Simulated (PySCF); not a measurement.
Gas-phase reaction: 2 SiOF₂ ⇌ 2 Si + O₂ + 4 F

Computed with PySCF (xtb for GFN2) and rigid-rotor harmonic-oscillator thermochemistry at 1 bar. † marks an energy on the PBE0/def2-TZVP geometry and frequencies; other levels use their own. CCSD(T) freezes the core. 6-31G* has spherical d functions here. Open shells (unrestricted): Si (multiplicity 3, electronic degeneracy 9), O₂ (multiplicity 3), F (multiplicity 2, electronic degeneracy 6); the rest are closed-shell singlets. GFN2 has no spin-polarisation term. Spin-orbit splitting is ignored; it lowers the true energy and changes the entropy of Si, F. SiOF₂: computed as isolated molecules; such fragments, hydroxides, amides, oligomers or adducts are transient or little studied in the gas. CCSD(T) isn't extrapolated to the basis-set limit; its ΔH°(298 K) is 2637.9 kJ in def2-SVP and 2918.7 kJ in def2-TZVPP. The harmonic model lacks anharmonicity and excited electronic states, which grow with temperature; levels with a mode under 35 cm⁻¹ are left out.

```json
[
 {"level": "CCSD(T)/def2-SVP†", "ΔE electronic, kJ": "2659", "ΔH°(298 K), kJ": "2638", "ΔS°(298 K), J/K": "630", "ΔG°(1400 K), kJ": "1736"},
 {"level": "GFN2-xTB", "ΔE electronic, kJ": "3470", "ΔH°(298 K), kJ": "3449", "ΔS°(298 K), J/K": "623", "ΔG°(1400 K), kJ": "2558"},
 {"level": "HF/6-31G*", "ΔE electronic, kJ": "2085", "ΔH°(298 K), kJ": "2062", "ΔS°(298 K), J/K": "635", "ΔG°(1400 K), kJ": "1152"},
 {"level": "HF/def2-TZVP†", "ΔE electronic, kJ": "2213", "ΔH°(298 K), kJ": "2193", "ΔS°(298 K), J/K": "630", "ΔG°(1400 K), kJ": "1291"},
 {"level": "M06-2X/def2-TZVP†", "ΔE electronic, kJ": "3028", "ΔH°(298 K), kJ": "3007", "ΔS°(298 K), J/K": "630", "ΔG°(1400 K), kJ": "2105"},
 {"level": "PBE/def2-SVP", "ΔE electronic, kJ": "2894", "ΔH°(298 K), kJ": "2876", "ΔS°(298 K), J/K": "625", "ΔG°(1400 K), kJ": "1983"},
 {"level": "ωB97M-V/def2-TZVP†", "ΔE electronic, kJ": "3006", "ΔH°(298 K), kJ": "2985", "ΔS°(298 K), J/K": "630", "ΔG°(1400 K), kJ": "2083"}
]
```
ΔH° is lowest at HF/6-31G* and highest at GFN2-xTB. No reference value is set beside these.
